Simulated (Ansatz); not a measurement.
# How far each method lies from RCCSDTQ for [Br···H···N], quartet

Geometry: a point of a hydrogen-transfer path between rigid fragments, not a stationary point.

```tsv
atom	x (Å)	y (Å)	z (Å)
Br	0.0000	0.0000	-1.5617
H	0.0000	0.0000	-0.0407
N	0.0000	0.0000	1.6023
```

Basis cc-pVDZ; Ansatz 0.2.0. Correlated methods freeze the noble-gas cores and the filled d shells of p-block atoms, which leaves 13 electrons in 31 orbitals. Prefix R: restricted or restricted open-shell reference. Active spaces: pair = (5e, 5o) about the gap; valence = (13e, 9o) chosen from the atoms' valence shells. No spin–orbit coupling is included, and no scalar relativity.

Full CI isn't at hand for all of this; RCCSDTQ serves as the reference, and is uncertain by about the last step of the cluster series.

For open shells CISD is restricted-active-space CI with the open shells as a complete middle space.

- UHF ⟨S²⟩: 3.764
- T1 diagnostic (RCCSD): 0.0160
- largest doubles amplitude (RCCSD): 0.066

From what is known of these methods and the diagnostics, rank them by the size of their error in total energy against RCCSDTQ in cc-pVDZ, smallest first (an estimate: the text doesn't fix the numbers).
A. RCCSDT
B. CASSCF (valence space)
C. MRCISD (pair space)
D. NEVPT2 (valence space)
E. NEVPT2 (pair space)

A (9 meV), C (458 meV), E (928 meV), D (1254 meV), B (5989 meV).

All errors are against RCCSDTQ in cc-pVDZ. Within each family the higher level lies nearer, as is usual though not guaranteed.

Natural occupations of CASSCF (valence space) about the gap: 1.998 1.965 1.002 1.000 1.000 0.036; effectively unpaired electrons, Σ n²(2−n)², 3.01.
